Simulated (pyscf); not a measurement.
HO–BH–O–SiH₃ + hydrogen (H₂) → HO–BH–OH + silane (SiH₄), a four-centre exchange (singlet surface; O–Si, H–H broken, H–O, H–Si formed). Single points on ωB97X-D3(BJ)/def2-SVP structures (PySCF, gas phase). Energies in kcal/mol from the separated reactants.

Small-basis levels: PySCF, no dispersion term, spherical d functions. 

Q: In single points HF/STO-3G puts the saddle at 87.2 kcal/mol and the reaction energy at +7.8 kcal/mol. Should these be trusted to within a few kcal/mol? Compare with ωB97M-D3(BJ)/def2-TZVP.

A: ωB97M-D3(BJ)/def2-TZVP gives ΔE‡ = 57.2 kcal/mol and ΔE = +15.1 kcal/mol. HF/STO-3G lies 30.0 kcal/mol over it in the barrier and 7.4 kcal/mol under it in the reaction energy, so on this step it does not hold to within 3.0 kcal/mol. ωB97M-D3(BJ)/def2-TZVP has limits of its own. One saddle was located; it need not be the lowest between these sides.
